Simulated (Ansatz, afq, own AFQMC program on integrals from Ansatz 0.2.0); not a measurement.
**Where AFQMC and coupled cluster stand for BH, singlet**

```xyz
2

B     0.0000    0.0000    0.0000
H     0.0000    0.0000    4.2920
```

Basis cc-pVTZ. Only valence electrons are correlated. Ansatz 0.2.0 and our own AFQMC program on the same integrals; the CISD trial comes from CCSD amplitudes, and released means the phaseless constraint is let go. Error bars are statistical, one sigma.

Determinant: RHF, the one that the program's search chose, which needn't be the lowest solution. The geometry is a point of a scan.

Full CI on the same integrals is exact in this basis and with this determinant's frozen core.

Cautions: restricted determinant unstable towards unrestricted (UHF 3.94 eV lower, ⟨S²⟩ 1.01); strong correlation (T1 0.219, weight of the determinant 0.45, largest double 0.99); (T) is large, 17 % of the CCSD correlation; CCSD(T) is in doubt: in a space of 4 electrons in 8 natural orbitals full CI lies 228 meV above it; the CCSDT(Q) amplitudes may be one of several solutions (largest double 1.05); the released energies are still falling, so no released level is given (meV from the phaseless value at times in 1/Eh: -16 ± 7 at 0.24, -30 ± 7 at 0.51, -46 ± 6 at 0.99, -73 ± 6 at 1.62, -87 ± 8 at 2.40); the next higher spin lies close (full CI puts it 9 meV above).

The T1 diagnostic is 0.2187. The weight of the determinant in the CISD state is 0.450. The size of the correlated space is 4 electrons in 43 orbitals.

Reference: full CI, correlation energy -5.758 eV. The cautions show a poor starting determinant, so the rows tell how each method copes with it here, and full CI is the sure value.

```
        level  E − E(reference) (mEh)  share of correlation (%)
           HF                  211.61                      0.00
          MP2                   86.88                     58.94
         CCSD                   14.10                     93.34
      CCSD(T)                  -20.26                    109.57
        CCSDT                    0.19                     99.91
     CCSDT(Q)                    0.08                     99.96
ph-AFQMC/CISD             7.78 ± 0.28                     96.32
```

CCSDT and higher add their correlation energy to the determinant of the CCSD(T) run, since their own runs factorise the integrals more tightly (a shift of under 2 meV). A walk keeps the symmetry of its determinant, which the program's search chose and which needn't be the lowest solution, so a lower state of the same spin and another symmetry isn't excluded.
